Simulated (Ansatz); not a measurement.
# C4H3S radical: small, medium and large basis sets

Aim: see how fast density functionals converge with the basis set for C4H3S radical.

The runs use Ansatz 0.2.0, Gaussian basis; one geometry, several basis sets.

The runs, in order: PBE0-D4/def2-SVP; ωB97M-V/def2-SVP; PBE0-D4/def2-QZVPP; ωB97M-V/def2-QZVPP; the functionals' def2-TZVPP values are taken from earlier runs.

### 1 The relaxed structure

An earlier PBE0-D4 in a triple-zeta def2 set relaxation fixed the geometry.

8 atoms, charge 0, spin multiplicity 2.

Atoms are counted from 1 here; the program's logs count them from 0.

Bond lengths: C1–C2 1.404 Å, C1–C5 1.345 Å, C2–C3 1.367 Å, C2–H6 1.080 Å, C3–S4 1.708 Å, C3–H7 1.080 Å, S4–C5 1.724 Å, C5–H8 1.078 Å. Angles: C2–C1–C5 117.7°, C1–C2–C3 109.4°, C1–C2–H6 125.9°, C3–C2–H6 124.7°, C2–C3–S4 112.2°, C2–C3–H7 127.9°, S4–C3–H7 119.9°, C3–S4–C5 92.8°, C1–C5–S4 108.0°, C1–C5–H8 131.0°, S4–C5–H8 121.1°.

### 2 PBE0-D4 in def2-SVP

in.yaml

```yaml
crystal:
  periodic: [false, false, false]
  atoms:
    - {symbol: C, position_ang: [-0.997166, 0.465468, 0.440806]}
    - {symbol: C, position_ang: [0.359948, 0.740659, 0.672986]}
    - {symbol: C, position_ang: [1.129387, -0.087089, -0.096574]}
    - {symbol: S, position_ang: [0.185515, -1.143135, -1.050274]}
    - {symbol: C, position_ang: [-1.295269, -0.503655, -0.442675]}
    - {symbol: H, position_ang: [0.748265, 1.486961, 1.350928]}
    - {symbol: H, position_ang: [2.207156, -0.130556, -0.152137]}
    - {symbol: H, position_ang: [-2.245740, -0.885650, -0.778761]}
basis:
  gaussian: {orbitals: def2-SVP}
magnetization: {spin_polarized: true, initial_magnetization: 1}
hamiltonian: {xc: pbe0, dispersion: d4}
output: {orbitals: {seedname: orbitals}}
```

On the command line:

```sh
> ansatz run in.yaml --threads 4 --pin off --events-out ev --progress --plain --max-ram 10444MiB
```

Further steps of the session: ωB97M-V in def2-SVP; PBE0-D4 in def2-QZVPP; ωB97M-V in def2-QZVPP.

**Question.** What will the summary of the whole plan be? Wanted: PBE0-D4: double and triple zeta above quadruple; ωB97M-V: double and triple zeta above quadruple.

The runs gave:

| quantity | value |
| --- | --- |
| PBE0-D4: double and triple zeta above quadruple | 8.94, 0.55 eV |
| ωB97M-V: double and triple zeta above quadruple | 9.05, 0.51 eV |

In words: For PBE0-D4 the step from double to triple zeta gains 8.39 eV and the next only 0.55 eV. Total energies overstate the basis error of differences, where much of it tends to cancel.
